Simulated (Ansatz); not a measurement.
Reaction: C3H4 (prop-1-yne, SMILES C#CC) → C3H4 (parent SMILES C#CC, triplet)
Each species at its own B3LYP-D3(BJ)/def2-TZVP minimum (Ansatz, an electronic-structure program).

Property: adiabatic triplet-singlet gap (electronic), in kcal/mol. Open shells are spin-unrestricted; no spin-orbit coupling. CBS(X,Y): correlation extrapolated as X^-3, Hartree-Fock from the larger set. A bracket is a step between two methods taken in the basis named. The functionals are non-relativistic, so their misses hold any scalar relativity. Double hybrids freeze cores in their MP2 part. 'core' is core correlation in cc-pwCVTZ, 'X2C' scalar relativity in cc-pVTZ-DK, both at CCSD(T). The spin of C3H4 (parent SMILES C#CC, triplet) was assumed, and the state is the lowest solution found for it.

CCSD(T)/CBS(cc-pVTZ,cc-pVQZ) + [CCSDT(Q) - CCSD(T)]/cc-pVDZ + core + X2C (Ansatz) gives 88.6 kcal/mol.

### Question
How far off this value is PBE/def2-TZVPD (Ansatz), in which direction, and how far these levels: r2SCAN/def2-TZVPD, B3LYP/def2-TZVPD, PBE0/def2-TZVPD, wB97M-V/def2-TZVPD, B2PLYP/def2-TZVPD, CCSD(T)/CBS(cc-pVTZ,cc-pVQZ) + core + X2C?

### Answer
PBE gives 83.5 kcal/mol, 5.1 kcal/mol below it. Differences of the others: r2SCAN/def2-TZVPD (Ansatz) -11.0; B3LYP/def2-TZVPD (Ansatz) -3.8; PBE0/def2-TZVPD (Ansatz) -6.7; wB97M-V/def2-TZVPD (Ansatz) 1.6; B2PLYP/def2-TZVPD (Ansatz) -0.3; CCSD(T)/CBS(cc-pVTZ,cc-pVQZ) + core + X2C (Ansatz) 0.6 kcal/mol.
